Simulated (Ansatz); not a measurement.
Species: HO, SMILES `[OH]` (charge 0, multiplicity 2).

Q: Give a relaxed geometry from Ansatz (a first-principles code) with PBE0-D4/def2-TZVP.

A: the end point of this relaxation (outside a Z-matrix the atoms follow the SMILES, hydrogens last).
Z-matrix (Å, degrees):
```
O
H 1 0.9731
```
